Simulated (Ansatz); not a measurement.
Ansatz (an electronic-structure program) input (CCSD(T)/aug-cc-pVDZ):

Ansatz 0.2 input:
```yaml
crystal:
  periodic: [false, false, false]
  atoms:
    - {symbol: O, position_ang: [1.06982681, -0.18778777, 0.05497058]}
    - {symbol: N, position_ang: [-0.00660330, 0.46114076, 0.01021508]}
    - {symbol: O, position_ang: [-1.06404892, -0.21571040, -0.06390877]}
basis:
  gaussian:
    orbitals: aug-cc-pVDZ
total_charge: -1
magnetization: {spin_polarized: false}
correlation: {method: ccsd_t, electrons: outside_noble_gas}
output: {forces: true}
```

End of the output:

```
integrals: 0.04 GiB planned
670 factors; integrals over basis functions are off by at most 1.1e-3 eV
mean field: 0.13 GiB planned
mean field evaluation 1: about -5551.0477 eV, gradient 4.0e1 eV
mean field evaluation 2: about -5551.0503 eV, gradient 4.0e1 eV
mean field evaluation 4: about -5554.3556 eV, gradient 4.5e0 eV
mean field evaluation 8: about -5554.4136 eV, gradient 1.2e-1 eV
mean field evaluation 16: about -5554.3981 eV, gradient 1.5e0 eV
mean field -5554.41368823 eV, -204.1209381255 hartree, gradient 1.4e-6 eV, S^2 0.000000; 0 other end points of the search recorded, 0 dependent functions left out
3 core orbitals not correlated
reference -5554.41368823 eV, -204.1209381255 hartree; 9, 9 occupied and 57, 57 virtual orbitals, 670 factors
densities: 0.21 GiB planned
second order -16.00200847 eV of doubles, -0.00000000 eV of singles
coupled cluster: 0.16 GiB planned
cycle   1  -15.12128648 eV  change    8.8e-1 eV  update   1.5e-1
cycle   2  -15.74712893 eV  change   -6.3e-1 eV  update   5.1e-2
cycle   3  -15.90661856 eV  change   -1.6e-1 eV  update   2.7e-2
cycle   4  -15.88838219 eV  change    1.8e-2 eV  update   8.3e-3
cycle   5  -15.88136638 eV  change    7.0e-3 eV  update   4.1e-3
cycle   6  -15.88285988 eV  change   -1.5e-3 eV  update   1.5e-3
cycle   7  -15.88279784 eV  change    6.2e-5 eV  update   6.7e-4
cycle   8  -15.88243551 eV  change    3.6e-4 eV  update   2.4e-4
cycle   9  -15.88257794 eV  change   -1.4e-4 eV  update   9.7e-5
cycle  10  -15.88262989 eV  change   -5.2e-5 eV  update   3.4e-5
cycle  11  -15.88258728 eV  change    4.3e-5 eV  update   1.4e-5
cycle  12  -15.88260377 eV  change   -1.6e-5 eV  update   6.4e-6
cycle  13  -15.88259878 eV  change    5.0e-6 eV  update   2.0e-6
coupled cluster: 0.16 GiB planned
perturbative correction -0.73117042 eV, -0.0268700172 hartree
the calculation of the forces begins
Total energy: -5571.02745742 eV, -204.7314828822 hartree
Atom 0 at     1.069827    -0.187788     0.054971 Å, force     0.901004    -0.460438     0.039360 eV/Å
Atom 1 at    -0.006603     0.461141     0.010215 Å, force    -0.013522     0.944280     0.020917 eV/Å
Atom 2 at    -1.064049    -0.215710    -0.063909 Å, force    -0.887483    -0.483842    -0.060278 eV/Å
Dipole moment:    -0.001108     0.077411     0.001715 e Å
```
